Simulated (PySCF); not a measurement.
**CCSD(T)/STO-3G run of BH2Cl (SMILES BCl)**

What is the energy change on altering one bond length of BH2Cl at CCSD(T)/STO-3G? Input form: a Python script.

Program for the calculation: PySCF 2.14.0.

10 further runs of the same task are left out: 10 set aside as unsound or not needed.

**1. Starting point**

BH2Cl: 4 atoms, total charge 0, spin state singlet. SMILES: `BCl`. The coordinates come from a PBE0-D4/def2-TZVP relaxation.

Bond lengths: B1–Cl2 1.733 Å, B1–H3 1.190 Å, B1–H4 1.190 Å. Angles: Cl2–B1–H3 118.1°, Cl2–B1–H4 118.1°, H3–B1–H4 123.7°.

**2. The energy at CCSD(T)/STO-3G**

mol.xyz

```xyz
4

B     -0.116700     0.021700    -0.075300
Cl     1.365000    -0.395300     0.721200
H     -1.106200    -0.559500     0.240400
H     -0.086600     0.872800    -0.906600
```

job.py

```python
from pyscf import gto, scf, cc

system = gto.M(
    atom='mol.xyz',
    charge=0,
    basis='sto-3g',
    max_memory=1860,
    verbose=3,
)

calc0 = scf.RHF(system)
calc0.conv_tol = 1e-10
calc0.kernel()
if not calc0.converged:
    calc0 = calc0.newton().run(calc0.mo_coeff, calc0.mo_occ)

mycc = cc.CCSD(calc0, frozen=6)
mycc.kernel()
e_t = mycc.ccsd_t()
e_tot = mycc.e_tot + e_t
print('Final energy', e_tot)
```

Started as:

```
$ OMP_NUM_THREADS=1 python job.py
```

Standard output:

```text
converged SCF energy = -480.128634949021
E(CCSD) = -480.1879175396713  E_corr = -0.05928259064981139
CCSD(T) correction = -0.00142414875289432
Final energy -480.1893416884242
```

It took 0.68 s on 1 thread of Arm Neoverse V1, shared host; peak memory 0.1 GiB.

**3. The distorted shape, same level**

job.py

```python
from pyscf import gto, scf, cc

mol = gto.M(
    atom='''
B     -1.620546     0.435019    -0.894885
Cl     2.579476    -0.747009     1.362870
H     -3.490430    -0.663290    -0.298299
H     -1.563665     2.043365    -2.465815
''',
    basis='sto-3g',
    verbose=3,
    spin=0,
    charge=0,
    max_memory=1860,
    unit='bohr',
)

hf = scf.RHF(mol)
hf.conv_tol = 1e-10
hf.kernel()
if not hf.converged:
    hf = hf.newton().run(hf.mo_coeff, hf.mo_occ)

mycc = cc.CCSD(hf, frozen=6)
mycc.kernel()
e_t = mycc.ccsd_t()
energy = mycc.e_tot + e_t
print('E(%s) = %.9f' % ('CCSD(T)', energy))
```

Started as:

```
$ OMP_NUM_THREADS=1 python job.py
```

Standard output:

```text
converged SCF energy = -479.978643943907
E(CCSD) = -480.0602446775064  E_corr = -0.08160073359892948
CCSD(T) correction = -0.00213714530443755
E(CCSD(T)) = -480.062381823
```

Wall time 0.7 s (1 thread of Arm Neoverse V1, shared host); peak memory 0.1 GiB.

**4. What came out**

At CCSD(T)/STO-3G, 6 core orbitals frozen:

| quantity | value |
| --- | --- |
| first shape: total energy | -480.18934 Eh |
| first shape: dipole moment (Hartree–Fock density) | 1.50 D |
| first shape: HOMO energy (Hartree–Fock orbitals) | -10.58 eV |
| first shape: LUMO energy (Hartree–Fock orbitals) | 5.63 eV |
| first shape: HOMO–LUMO gap (Hartree–Fock orbitals) | 16.21 eV |
| first shape: correlation energy (6 core orbitals frozen) | -60.7 mEh |
| first shape: (T) correction | -1.42 mEh |
| first shape: T1 diagnostic | 0.014 |
| distorted shape: total energy | -480.06238 Eh |
| distorted shape: dipole moment (Hartree–Fock density) | 4.86 D |
| distorted shape: HOMO energy (Hartree–Fock orbitals) | -8.74 eV |
| distorted shape: LUMO energy (Hartree–Fock orbitals) | 3.37 eV |
| distorted shape: HOMO–LUMO gap (Hartree–Fock orbitals) | 12.11 eV |
| distorted shape: correlation energy (6 core orbitals frozen) | -83.7 mEh |
| distorted shape: (T) correction | -2.14 mEh |
| distorted shape: T1 diagnostic | 0.031 |
| energy change with the B1–Cl2 bond stretched from 1.733 to 2.600 Å | 3.455 eV |

With the B1–Cl2 bond stretched from 1.733 to 2.600 Å the energy rises by 3.45 eV (333 kJ/mol). The first shape isn't relaxed at this level, so the change isn't measured from a minimum. The minimal basis adds a large error of its own. The triples (first shape) make up 2.3 % of the correlation energy. The T1 diagnostic (distorted shape) of 0.031 is above the customary mark for such species, so a single reference may not serve. Mulliken charges (distorted shape) of the mean-field density run from -0.40 on Cl2 to +0.40 on B1; they depend strongly on the basis. The triples (distorted shape) make up 2.6 % of the correlation energy.
